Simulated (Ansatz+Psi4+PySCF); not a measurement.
# triplet NH: levels of theory in one basis

```xyz
2

N     0.0000    0.0000    0.1299
H     0.0000    0.0000   -0.9095
```

Basis set: cc-pVTZ (spherical functions). Frozen core: 1 orbital. Correlation on ROHF uses semicanonical orbitals with singles. Charge 0, multiplicity 3.

Computed with Ansatz (development build ahead of 0.2.0) and Psi4 1.11; each method stands on the lowest determinant of its kind that the runs found.

```csv
method,E − E(ROHF) (eV),<S²> of the determinant
ROHF,0.00,2.00
UHF,-0.21,2.02
ROHF-MP2,-3.94,–
UHF-MP2,-3.93,2.02
ROHF-CCSD,-4.44,–
UHF-CCSD,-4.45,2.02
ROHF-CCSD(T),-4.55,–
UHF-CCSD(T),-4.55,2.02
```
